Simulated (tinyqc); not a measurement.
Worked calculation (part 1 of 2): UKS/PBE0 in the sto-6g basis, for LiH+, spin multiplicity 2. Computed by tinyqc, a small Python program that keeps every step (integrals from PySCF). Settings: charge = 1, multiplicity = 2, basis = sto-6g, energy threshold = 1e-09, iteration cap = 55, orthogonalisation = symmetric, start = core, DIIS depth = 6, DIIS from iteration = 3, method = UKS, functional = pbe0, grid = [20, 50]. Command: `OMP_NUM_THREADS=1 python tinyqc.py 21586 21587 out.jsonl` (the two numbers bound the seeds that draw the settings). One thread of a shared host (Intel(R) Xeon(R) Processor @ 2.60GHz), about 2 s of CPU time with the checks. Later iterations appear only in the table of the cycle.

## One-electron integrals

Geometry (angstrom):

| atom | x | y | z |
|---|---|---|---|
| Li | 0.000000 | 0.000000 | 0.000000 |
| H | 0.000000 | 0.000000 | 2.575000 |

Basis sto-6g: exponents (1/bohr^2) and contraction coefficients of normalised primitives:

| element | l (shell) | exponent | coefficient |
|---|---|---|---|
| Li | s (1) | 167.175846 | 0.009164 |
| Li | s (1) | 30.651508 | 0.049361 |
| Li | s (1) | 8.575187 | 0.168538 |
| Li | s (1) | 2.945808 | 0.370563 |
| Li | s (1) | 1.143944 | 0.416492 |
| Li | s (1) | 0.471139 | 0.130334 |
| Li | s (2) | 6.597564 | -0.013253 |
| Li | s (2) | 1.305830 | -0.046992 |
| Li | s (2) | 0.405851 | -0.033785 |
| Li | s (2) | 0.156146 | 0.250242 |
| Li | s (2) | 0.067814 | 0.595117 |
| Li | s (2) | 0.031084 | 0.240706 |
| Li | p (3) | 6.597564 | 0.003760 |
| Li | p (3) | 1.305830 | 0.037679 |
| Li | p (3) | 0.405851 | 0.173897 |
| Li | p (3) | 0.156146 | 0.418036 |
| Li | p (3) | 0.067814 | 0.425860 |
| Li | p (3) | 0.031084 | 0.101708 |
| H | s (1) | 35.523221 | 0.009164 |
| H | s (1) | 6.513144 | 0.049361 |
| H | s (1) | 1.822143 | 0.168538 |
| H | s (1) | 0.625955 | 0.370563 |
| H | s (1) | 0.243077 | 0.416492 |
| H | s (1) | 0.100112 | 0.130334 |

Overlap, kinetic and nuclear-attraction integrals over the contracted functions; the nuclear repulsion is the sum of Za Zb / Rab.

nuclear repulsion = 0.61651714 hartree

overlap S, lower triangle:
```
           1Li 1s    1Li 2s   1Li 2px   1Li 2py   1Li 2pz     2H 1s
1Li 1s   1.000000
1Li 2s   0.235742  1.000000
1Li 2px  0.000000  0.000000  1.000000
1Li 2py  0.000000  0.000000  0.000000  1.000000
1Li 2pz  0.000000  0.000000  0.000000  0.000000  1.000000
2H 1s    0.007892  0.187385  0.000000  0.000000  0.279636  1.000000
```

kinetic energy T (hartree), lower triangle:
```
            1Li 1s    1Li 2s   1Li 2px   1Li 2py   1Li 2pz     2H 1s
1Li 1s    3.616742
1Li 2s   -0.110723  0.106524
1Li 2px   0.000000  0.000000  0.320007
1Li 2py   0.000000  0.000000  0.000000  0.320007
1Li 2pz   0.000000  0.000000  0.000000  0.000000  0.320007
2H 1s    -0.003659  0.002798  0.000000  0.000000  0.022314  0.768522
```

nuclear attraction V (hartree), lower triangle:
```
            1Li 1s     1Li 2s    1Li 2px    1Li 2py    1Li 2pz      2H 1s
1Li 1s   -8.272650
1Li 2s   -0.876808  -1.401992
1Li 2px   0.000000   0.000000  -1.385568
1Li 2py   0.000000   0.000000   0.000000  -1.385568
1Li 2pz  -0.006573  -0.069806   0.000000   0.000000  -1.434682
2H 1s    -0.029909  -0.265964   0.000000   0.000000  -0.401031  -1.856053
```

core Hamiltonian H = T + V (hartree), lower triangle:
```
            1Li 1s     1Li 2s    1Li 2px    1Li 2py    1Li 2pz      2H 1s
1Li 1s   -4.655908
1Li 2s   -0.987531  -1.295469
1Li 2px   0.000000   0.000000  -1.065560
1Li 2py   0.000000   0.000000   0.000000  -1.065560
1Li 2pz  -0.006573  -0.069806   0.000000   0.000000  -1.114674
2H 1s    -0.033568  -0.263166   0.000000   0.000000  -0.378717  -1.087531
```

## Two-electron integrals

Functions are numbered as in S; the eight-fold symmetry (ij|kl) = (ji|kl) = (kl|ij) leaves the list below.

Two-electron integrals (ij|kl) in chemists' order, unique and non-zero (hartree):
```
(11|11) 1.681247   (21|11) 0.242603   (21|21) 0.044507   (22|11) 0.397190
(22|21) 0.090279   (22|22) 0.290625   (31|31) 0.009437   (32|31) 0.014261
(32|32) 0.064236   (33|11) 0.397190   (33|21) 0.090279   (33|22) 0.290625
(33|33) 0.313125   (41|41) 0.009437   (42|41) 0.014261   (42|42) 0.064236
(43|43) 0.016875   (44|11) 0.397190   (44|21) 0.090279   (44|22) 0.290625
(44|33) 0.279374   (44|44) 0.313125   (51|51) 0.009437   (52|51) 0.014261
(52|52) 0.064236   (53|53) 0.016875   (54|54) 0.016875   (55|11) 0.397190
(55|21) 0.090279   (55|22) 0.290625   (55|33) 0.279374   (55|44) 0.279374
(55|55) 0.313125   (61|11) 0.007794   (61|21) 0.001416   (61|22) 0.002964
(61|33) 0.002920   (61|44) 0.002920   (61|51) 0.000190   (61|52) 0.000411
(61|55) 0.003051   (61|61) 0.000050   (62|11) 0.049074   (62|21) 0.011466
(62|22) 0.043681   (62|33) 0.041133   (62|44) 0.041133   (62|51) 0.001719
(62|52) 0.013595   (62|55) 0.048777   (62|61) 0.000455   (62|62) 0.015257
(63|31) 0.000565   (63|32) 0.003359   (63|53) 0.001574   (63|63) 0.000628
(64|41) 0.000565   (64|42) 0.003359   (64|54) 0.001574   (64|64) 0.000628
(65|11) 0.069859   (65|21) 0.016397   (65|22) 0.063757   (65|33) 0.059516
(65|44) 0.059516   (65|51) 0.002687   (65|52) 0.021331   (65|55) 0.072239
(65|61) 0.000664   (65|62) 0.023774   (65|65) 0.037194   (66|11) 0.205493
(66|21) 0.048437   (66|22) 0.200280   (66|33) 0.185441   (66|44) 0.185441
(66|51) 0.006559   (66|52) 0.067002   (66|55) 0.229957   (66|61) 0.001930
(66|62) 0.096532   (66|65) 0.153720   (66|66) 0.774999
```

## Orthogonalisation

S = U s U^T; symmetric (Loewdin) form X = U s^(-1/2) U^T, so that X^T S X = 1.

eigenvalues of S: 0.632833  0.818718  1.000000  1.000000  1.174677  1.373772

X, lower triangle:
```
            1Li 1s     1Li 2s   1Li 2px   1Li 2py    1Li 2pz     2H 1s
1Li 1s    1.022139
1Li 2s   -0.124588   1.037112
1Li 2px   0.000000   0.000000  1.000000
1Li 2py   0.000000   0.000000  0.000000  1.000000
1Li 2pz  -0.003500   0.022197  0.000000  0.000000   1.032027
2H 1s     0.014456  -0.104008  0.000000  0.000000  -0.150810  1.046802
```

## Starting guess

The start is the orbitals of the core Hamiltonian; D(s) = C_occ C_occ^T for each spin.

D(alpha) at the start, lower triangle:
```
            1Li 1s    1Li 2s   1Li 2px   1Li 2py   1Li 2pz     2H 1s
1Li 1s    1.035210
1Li 2s   -0.131364  0.466700
1Li 2px   0.000000  0.000000  0.000000
1Li 2py   0.000000  0.000000  0.000000  0.000000
1Li 2pz  -0.077743  0.372723  0.000000  0.000000  0.298409
2H 1s    -0.038135  0.206802  0.000000  0.000000  0.165706  0.092041
```

D(beta) at the start, lower triangle:
```
            1Li 1s     1Li 2s   1Li 2px   1Li 2py   1Li 2pz     2H 1s
1Li 1s    1.015005
1Li 2s   -0.034379   0.001164
1Li 2px   0.000000   0.000000  0.000000
1Li 2py   0.000000   0.000000  0.000000  0.000000
1Li 2pz  -0.000094   0.000003  0.000000  0.000000  0.000000
2H 1s     0.004983  -0.000169  0.000000  0.000000  0.000000  0.000024
```

## Iteration 1: exchange-correlation on the grid

Becke grid with 20 radial and 50 angular points per atom, points of zero weight dropped. rho = sum D_ij phi_i phi_j; V_xc,ij = sum w v_xc phi_i phi_j plus the gradient terms; v_xc is d(rho eps)/d rho(s) for spin s at fixed gradient. Exact exchange is left to K.

The 12 grid points with the largest w rho, of 1991 (bohr, atomic units):

| x | y | z | w | rho(alpha) | rho(beta) | eps_xc | v_xc(alpha) |
|---|---|---|---|---|---|---|---|
| 0.348519 | 0.000000 | -0.348519 | 0.015479 | 0.449736 | 0.441129 | -0.635144 | -0.719066 |
| -0.348519 | 0.000000 | -0.348519 | 0.015479 | 0.449736 | 0.441129 | -0.635144 | -0.719066 |
| 0.000000 | 0.348519 | -0.348519 | 0.015479 | 0.449736 | 0.441129 | -0.635144 | -0.719066 |
| 0.000000 | -0.348519 | -0.348519 | 0.015479 | 0.449736 | 0.441129 | -0.635144 | -0.719066 |
| 0.348519 | -0.348519 | 0.000000 | 0.015479 | 0.443741 | 0.441124 | -0.634267 | -0.715486 |
| -0.348519 | 0.348519 | 0.000000 | 0.015479 | 0.443741 | 0.441124 | -0.634267 | -0.715486 |
| 0.348519 | 0.348519 | 0.000000 | 0.015479 | 0.443741 | 0.441124 | -0.634267 | -0.715486 |
| -0.348519 | -0.348519 | 0.000000 | 0.015479 | 0.443741 | 0.441124 | -0.634267 | -0.715486 |
| 0.000000 | 0.348519 | 0.348519 | 0.015479 | 0.441210 | 0.441121 | -0.633553 | -0.714525 |
| 0.000000 | -0.348519 | 0.348519 | 0.015479 | 0.441210 | 0.441121 | -0.633553 | -0.714525 |
| -0.348519 | 0.000000 | 0.348519 | 0.015479 | 0.441210 | 0.441121 | -0.633553 | -0.714525 |
| 0.348519 | 0.000000 | 0.348519 | 0.015479 | 0.441210 | 0.441121 | -0.633553 | -0.714525 |

electrons on the grid, sum of w rho = 3.000167

E_xc = sum of w rho eps_xc = -1.44326872 hartree

V_xc(alpha) (hartree), lower triangle:
```
            1Li 1s     1Li 2s    1Li 2px    1Li 2py    1Li 2pz      2H 1s
1Li 1s   -0.827857
1Li 2s   -0.093863  -0.129073
1Li 2px   0.000000   0.000000  -0.124560
1Li 2py   0.000000   0.000000   0.000000  -0.124560
1Li 2pz  -0.003584  -0.045727   0.000000   0.000000  -0.138101
2H 1s    -0.003292  -0.034703   0.000000   0.000000  -0.053205  -0.234894
```

V_xc(beta) (hartree), lower triangle:
```
            1Li 1s     1Li 2s    1Li 2px    1Li 2py    1Li 2pz     2H 1s
1Li 1s   -0.823125
1Li 2s   -0.090552  -0.053815
1Li 2px   0.000000   0.000000  -0.055854
1Li 2py   0.000000   0.000000   0.000000  -0.055854
1Li 2pz  -0.001343   0.004576   0.000000   0.000000  -0.049766
2H 1s    -0.002961   0.014165   0.000000   0.000000   0.025128  0.139082
```

## Iteration 1: building the Kohn-Sham matrix

J_ij = sum D_kl (ij|kl) with D = D(alpha) + D(beta), K_ij = sum D_kl (ik|jl) for each spin; F = H + J - 0.25 K(s) + V_xc; E = tr D H + tr D J / 2 - 0.125 sum_s tr D(s) K(s) + E_xc + E_nn.

Coulomb J (hartree), lower triangle:
```
           1Li 1s    1Li 2s   1Li 2px   1Li 2py   1Li 2pz     2H 1s
1Li 1s   3.732689
1Li 2s   0.566351  1.064520
1Li 2px  0.000000  0.000000  1.057343
1Li 2py  0.000000  0.000000  0.000000  1.057343
1Li 2pz  0.011354  0.064494  0.000000  0.000000  1.078879
2H 1s    0.018667  0.164712  0.000000  0.000000  0.240919  0.778561
```

exchange K(alpha) (hartree), lower triangle:
```
           1Li 1s    1Li 2s   1Li 2px   1Li 2py   1Li 2pz     2H 1s
1Li 1s   1.700351
1Li 2s   0.240964  0.200261
1Li 2px  0.000000  0.000000  0.042963
1Li 2py  0.000000  0.000000  0.000000  0.042963
1Li 2pz  0.009169  0.153249  0.000000  0.000000  0.165422
2H 1s    0.012543  0.120481  0.000000  0.000000  0.130417  0.197826
```

exchange K(beta) (hartree), lower triangle:
```
           1Li 1s    1Li 2s   1Li 2px   1Li 2py   1Li 2pz     2H 1s
1Li 1s   1.689922
1Li 2s   0.231412  0.039406
1Li 2px  0.000000  0.000000  0.008677
1Li 2py  0.000000  0.000000  0.000000  0.008677
1Li 2pz  0.000308  0.000069  0.000000  0.000000  0.008693
2H 1s    0.007198  0.001200  0.000000  0.000000  0.000159  0.000043
```

F(alpha) (hartree), lower triangle:
```
            1Li 1s     1Li 2s    1Li 2px    1Li 2py    1Li 2pz      2H 1s
1Li 1s   -2.176164
1Li 2s   -0.575284  -0.410086
1Li 2px   0.000000   0.000000  -0.143518
1Li 2py   0.000000   0.000000   0.000000  -0.143518
1Li 2pz  -0.001095  -0.089352   0.000000   0.000000  -0.215251
2H 1s    -0.021328  -0.163277   0.000000   0.000000  -0.223607  -0.593321
```

F(beta) (hartree), lower triangle:
```
            1Li 1s     1Li 2s    1Li 2px    1Li 2py    1Li 2pz      2H 1s
1Li 1s   -2.168824
1Li 2s   -0.569586  -0.294615
1Li 2px   0.000000   0.000000  -0.066241
1Li 2py   0.000000   0.000000   0.000000  -0.066241
1Li 2pz   0.003362  -0.000754   0.000000   0.000000  -0.087734
2H 1s    -0.019660  -0.084589   0.000000   0.000000  -0.112711  -0.169898
```

total energy of this density = -7.56234763 hartree

## Iteration 1: diagonalisation and new density

Diagonalise F' = X^T F X, C = X C', fill 2 alpha and 1 beta electrons from the bottom; D(s) = C_occ C_occ^T. Each column has its largest component positive (the first on a tie).

F' = X^T F X (alpha) (hartree), lower triangle:
```
           1          2          3          4          5          6
1  -2.133648
2  -0.289615  -0.301129
3   0.000000   0.000000  -0.143518
4   0.000000   0.000000   0.000000  -0.143518
5   0.004742  -0.066230   0.000000   0.000000  -0.176304
6   0.014113  -0.073363   0.000000   0.000000  -0.115181  -0.555503
```

orbital energies (alpha) (hartree): MO1 -2.178348, MO2 -0.610738, MO3 -0.250442, MO4 -0.143518, MO5 -0.143518, MO6 -0.127055

coefficients C (alpha):
```
               MO1        MO2        MO3        MO4       MO5        MO6
1Li 1s    0.991146  -0.056179  -0.257718   0.000000  0.000000   0.092552
1Li 2s    0.035252   0.169019   0.978673   0.000000  0.000000  -0.338854
1Li 2px   0.000000   0.000000   0.000000  -0.091852  0.995773   0.000000
1Li 2py   0.000000   0.000000   0.000000   0.995773  0.091852   0.000000
1Li 2pz   0.002856   0.158358   0.369288   0.000000  0.000000   0.962740
2H 1s    -0.003555   0.900900  -0.482950   0.000000  0.000000  -0.291018
```

F' = X^T F X (beta) (hartree), lower triangle:
```
           1          2          3          4          5          6
1  -2.125749
2  -0.298356  -0.187033
3   0.000000   0.000000  -0.066241
4   0.000000   0.000000   0.000000  -0.066241
5  -0.000593   0.015525   0.000000   0.000000  -0.061820
6   0.013342  -0.055801   0.000000   0.000000  -0.086493  -0.136724
```

orbital energies (beta) (hartree): MO1 -2.170639, MO2 -0.217049, MO3 -0.132318, MO4 -0.066241, MO5 -0.066241, MO6 0.008679

coefficients C (beta):
```
               MO1        MO2        MO3        MO4       MO5        MO6
1Li 1s    0.992220  -0.128513  -0.225574   0.000000  0.000000  -0.092802
1Li 2s    0.031226   0.461564   0.860611   0.000000  0.000000   0.384403
1Li 2px   0.000000   0.000000   0.000000  -0.610906  0.791703   0.000000
1Li 2py   0.000000   0.000000   0.000000   0.791703  0.610906   0.000000
1Li 2pz  -0.000738   0.286354  -0.475897   0.000000  0.000000   0.883092
2H 1s    -0.003591   0.696898  -0.298831   0.000000  0.000000  -0.744704
```

D(alpha) after iteration 1, lower triangle:
```
            1Li 1s    1Li 2s   1Li 2px   1Li 2py   1Li 2pz     2H 1s
1Li 1s    0.985527
1Li 2s    0.025444  0.029810
1Li 2px   0.000000  0.000000  0.000000
1Li 2py   0.000000  0.000000  0.000000  0.000000
1Li 2pz  -0.006066  0.026866  0.000000  0.000000  0.025086
2H 1s    -0.054136  0.152144  0.000000  0.000000  0.142655  0.811633
```

D(beta) after iteration 1, lower triangle:
```
            1Li 1s     1Li 2s   1Li 2px   1Li 2py   1Li 2pz     2H 1s
1Li 1s    0.984500
1Li 2s    0.030983   0.000975
1Li 2px   0.000000   0.000000  0.000000
1Li 2py   0.000000   0.000000  0.000000  0.000000
1Li 2pz  -0.000732  -0.000023  0.000000  0.000000  0.000001
2H 1s    -0.003564  -0.000112  0.000000  0.000000  0.000003  0.000013
```

Within a degenerate level the vectors are fixed only up to a rotation; this is one choice.

## Iteration 2: exchange-correlation on the grid

As before.

The 12 grid points with the largest w rho, of 1991 (bohr, atomic units):

| x | y | z | w | rho(alpha) | rho(beta) | eps_xc | v_xc(alpha) |
|---|---|---|---|---|---|---|---|
| 0.000000 | -0.348519 | -0.348519 | 0.015479 | 0.433646 | 0.433196 | -0.629523 | -0.711338 |
| 0.000000 | 0.348519 | -0.348519 | 0.015479 | 0.433646 | 0.433196 | -0.629523 | -0.711338 |
| 0.348519 | 0.000000 | -0.348519 | 0.015479 | 0.433646 | 0.433196 | -0.629523 | -0.711338 |
| -0.348519 | 0.000000 | -0.348519 | 0.015479 | 0.433646 | 0.433196 | -0.629523 | -0.711338 |
| 0.348519 | 0.348519 | 0.000000 | 0.015479 | 0.433141 | 0.433120 | -0.629441 | -0.711020 |
| 0.348519 | -0.348519 | 0.000000 | 0.015479 | 0.433141 | 0.433120 | -0.629441 | -0.711020 |
| -0.348519 | -0.348519 | 0.000000 | 0.015479 | 0.433141 | 0.433120 | -0.629441 | -0.711020 |
| -0.348519 | 0.348519 | 0.000000 | 0.015479 | 0.433141 | 0.433120 | -0.629441 | -0.711020 |
| 0.000000 | -0.348519 | 0.348519 | 0.015479 | 0.432941 | 0.433041 | -0.629371 | -0.710940 |
| -0.348519 | 0.000000 | 0.348519 | 0.015479 | 0.432941 | 0.433041 | -0.629371 | -0.710940 |
| 0.348519 | 0.000000 | 0.348519 | 0.015479 | 0.432941 | 0.433041 | -0.629371 | -0.710940 |
| 0.000000 | 0.348519 | 0.348519 | 0.015479 | 0.432941 | 0.433041 | -0.629371 | -0.710940 |

electrons on the grid, sum of w rho = 3.000629

E_xc = sum of w rho eps_xc = -1.52395766 hartree

V_xc(alpha) (hartree), lower triangle:
```
            1Li 1s     1Li 2s    1Li 2px    1Li 2py    1Li 2pz      2H 1s
1Li 1s   -0.819288
1Li 2s   -0.091120  -0.093468
1Li 2px   0.000000   0.000000  -0.087424
1Li 2py   0.000000   0.000000   0.000000  -0.087424
1Li 2pz  -0.000818  -0.023037   0.000000   0.000000  -0.105544
2H 1s    -0.003030  -0.039335   0.000000   0.000000  -0.062846  -0.359640
```

V_xc(beta) (hartree), lower triangle:
```
            1Li 1s     1Li 2s    1Li 2px    1Li 2py    1Li 2pz     2H 1s
1Li 1s   -0.818707
1Li 2s   -0.090357  -0.063217
1Li 2px   0.000000   0.000000  -0.068470
1Li 2py   0.000000   0.000000   0.000000  -0.068470
1Li 2pz  -0.000252   0.008146   0.000000   0.000000  -0.052694
2H 1s    -0.002925   0.055761   0.000000   0.000000   0.096838  0.660674
```

## Iteration 2: building the Kohn-Sham matrix

As before.

Coulomb J (hartree), lower triangle:
```
           1Li 1s    1Li 2s   1Li 2px   1Li 2py   1Li 2pz     2H 1s
1Li 1s   3.562415
1Li 2s   0.535316  1.002588
1Li 2px  0.000000  0.000000  0.988283
1Li 2py  0.000000  0.000000  0.000000  0.988283
1Li 2pz  0.007229  0.067809  0.000000  0.000000  1.031200
2H 1s    0.017591  0.190967  0.000000  0.000000  0.286888  1.127748
```

exchange K(alpha) (hartree), lower triangle:
```
           1Li 1s    1Li 2s   1Li 2px   1Li 2py   1Li 2pz     2H 1s
1Li 1s   1.670506
1Li 2s   0.253515  0.087044
1Li 2px  0.000000  0.000000  0.014285
1Li 2py  0.000000  0.000000  0.000000  0.014285
1Li 2pz  0.000464  0.048985  0.000000  0.000000  0.076793
2H 1s    0.008346  0.127020  0.000000  0.000000  0.180602  0.704767
```

exchange K(beta) (hartree), lower triangle:
```
            1Li 1s     1Li 2s   1Li 2px   1Li 2py   1Li 2pz     2H 1s
1Li 1s    1.670209
1Li 2s    0.252434   0.049604
1Li 2px   0.000000   0.000000  0.010232
1Li 2py   0.000000   0.000000  0.000000  0.010232
1Li 2pz  -0.000552  -0.000157  0.000000  0.000000  0.010214
2H 1s     0.008459   0.001673  0.000000  0.000000  0.000227  0.000066
```

F(alpha) (hartree), lower triangle:
```
            1Li 1s     1Li 2s    1Li 2px    1Li 2py    1Li 2pz      2H 1s
1Li 1s   -2.330407
1Li 2s   -0.606714  -0.408110
1Li 2px   0.000000   0.000000  -0.168272
1Li 2py   0.000000   0.000000   0.000000  -0.168272
1Li 2pz  -0.000278  -0.037281   0.000000   0.000000  -0.208216
2H 1s    -0.021093  -0.143289   0.000000   0.000000  -0.199826  -0.495614
```

F(beta) (hartree), lower triangle:
```
            1Li 1s     1Li 2s    1Li 2px    1Li 2py    1Li 2pz     2H 1s
1Li 1s   -2.329751
1Li 2s   -0.605681  -0.368499
1Li 2px   0.000000   0.000000  -0.148305
1Li 2py   0.000000   0.000000   0.000000  -0.148305
1Li 2pz   0.000542   0.006188   0.000000   0.000000  -0.138721
2H 1s    -0.021017  -0.016857   0.000000   0.000000   0.004952  0.700875
```

total energy of this density = -7.73201544 hartree
